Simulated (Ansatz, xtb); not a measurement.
Two isomers of C4H8O

Structure I is `CCC(C)=O`, a singlet and structure II is `CCCC=O`, a singlet. Both are isolated molecules in the gas phase, relaxed with B3LYP-D3(BJ)/def2-SVP; the shapes shown needn't be the lowest conformers.

I (Å):

```xyz
13

C    -0.8885    0.3235   -0.0061
C    -1.2161    1.7722   -0.3974
C    -2.5533    1.8408   -1.1256
C    -3.7779    2.1160   -0.2752
O    -2.6276    1.6521   -2.3194
H    -1.6434   -0.0921    0.6811
H     0.0894    0.2635    0.4955
H    -0.8558   -0.3166   -0.9008
H    -1.2325    2.4126    0.4999
H    -0.4458    2.1547   -1.0846
H    -3.7360    3.1517    0.1034
H    -4.6901    1.9814   -0.8708
H    -3.7985    1.4563    0.6078
```

II (Å):

```yaml
atoms:
  - { symbol: C, position_ang: [-0.8978, 0.9515, 0.5496] }
  - { symbol: C, position_ang: [-1.4254, 2.0511, -0.3729] }
  - { symbol: C, position_ang: [-2.9419, 2.0175, -0.5577] }
  - { symbol: C, position_ang: [-3.4603, 0.8595, -1.3770] }
  - { symbol: O, position_ang: [-2.7731, 0.0332, -1.9234] }
  - { symbol: H, position_ang: [-1.3477, 1.0238, 1.5544] }
  - { symbol: H, position_ang: [0.1945, 1.0245, 0.6687] }
  - { symbol: H, position_ang: [-1.1257, -0.0449, 0.1437] }
  - { symbol: H, position_ang: [-1.1409, 3.0396, 0.0247] }
  - { symbol: H, position_ang: [-0.9489, 1.9616, -1.3631] }
  - { symbol: H, position_ang: [-3.4742, 2.0009, 0.4131] }
  - { symbol: H, position_ang: [-3.3102, 2.9332, -1.0599] }
  - { symbol: H, position_ang: [-4.5801, 0.8188, -1.4662] }
```

Task: Estimate which is lower in electronic energy at CCSD(T)/def2-SVP + ΔMP2/def2-TZVPP, and by roughly how much.

Result: The CCSD(T)/def2-SVP + ΔMP2/def2-TZVPP calculation puts structure I lower, by 5.7 kcal/mol.

The same difference at several levels:

| level | geometry | E(II) − E(I) (kcal/mol) | departure from the last row (kcal/mol) | job, with rough time for the two |
| --- | --- | --- | --- | --- |
| GFN2-xTB | GFN2-xTB | +7.6 | +1.9 | optimisation, 0.3 s |
| HF/STO-3G | GFN2-xTB | +5.8 | +0.1 | single point, 1.4 s |
| r2SCAN-D4/def2-SVP | GFN2-xTB | +5.4 | −0.3 | single point, 8.7 s |
| B3LYP-D3(BJ)/def2-SVP | B3LYP-D3(BJ)/def2-SVP | +5.1 | −0.6 | optimisation, 3.3 min |
| HF/def2-SVP | B3LYP-D3(BJ)/def2-SVP | +5.4 | −0.3 | part of the CCSD(T) run |
| MP2/def2-SVP | B3LYP-D3(BJ)/def2-SVP | +4.7 | −1.0 | part of the CCSD(T) run |
| CCSD(T)/def2-SVP | B3LYP-D3(BJ)/def2-SVP | +4.5 | −1.2 | single point |
| CCSD(T)/def2-SVP + ΔMP2/def2-TZVPP | B3LYP-D3(BJ)/def2-SVP | +5.7 |  | single point, 100 s |

As drawn, both hold the same kinds of bond in the same numbers. Structure I has 2 methyl groups, II 1.

The levels shown agree on the order. The largest departure from CCSD(T)/def2-SVP + ΔMP2/def2-TZVPP is that of GFN2-xTB, 1.9 kcal/mol. The last row adds to CCSD(T) the change of the MP2 difference between the two basis sets, here +1.2 kcal/mol.

With harmonic frequencies from B3LYP-D3(BJ)/def2-SVP (ideal gas, rigid rotor, one conformer each, 298.15 K, 1 atm): on the last row, ΔE + ΔZPE = +6.0 kcal/mol. A mode under 50 cm⁻¹ makes harmonic enthalpies and free energies unreliable, so none is given.

The correlated steps freeze 5 core orbitals. Run with Ansatz 0.2.0, xtb 6.7.1; the last row on 2 threads of AMD EPYC (Zen 3) on a shared host.
